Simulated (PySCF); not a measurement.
# How the method moves the gas-phase deprotonation enthalpies of `O[SiH3]` (H4OSi)

Optimised structure (Å), atoms numbered from 1:
```
O     1.1434   -0.4986   -0.3541
Si   -0.4070    0.0330   -0.0101
H     1.8848   -0.0681    0.0787
H    -0.7219   -0.1273    1.4429
H    -1.3152   -0.8111   -0.8299
H    -0.5759    1.4748   -0.3692
```

All levels share the PBE0-D3(BJ)/ma-def2-SVP structures and the PBE0-D3(BJ)/ma-def2-SVP thermal terms; only the single-point energies (PySCF) change. Values are gas-phase deprotonation enthalpies (298 K, kJ/mol).

```jsonl
{"level": "MP2/ma-def2-TZVP", "O1": "1478", "Si2": "1590", "time": "4.8 s"}
{"level": "CCSD(T)/ma-def2-TZVP", "O1": "1491", "Si2": "1588", "time": "42 s"}
{"level": "M06-2X/ma-def2-TZVP", "O1": "1496", "Si2": "1582", "time": "–"}
{"level": "HF/ma-def2-TZVP", "O1": "1528", "Si2": "1621", "time": "1.2 s"}
```

Times are wall times for all single points of a level on 1 thread of Intel Xeon Platinum 8259CL @ 2.50GHz, a shared host; the dash marks the run that also made the structures.

Hartree-Fock leaves out electron correlation, so its deprotonation energies can be off by tens of kJ/mol.

The widest spread is that of O1: 51 kJ/mol, from 1478 to 1528.

Differences come from unrounded values, so a last digit can differ from that of the printed terms.
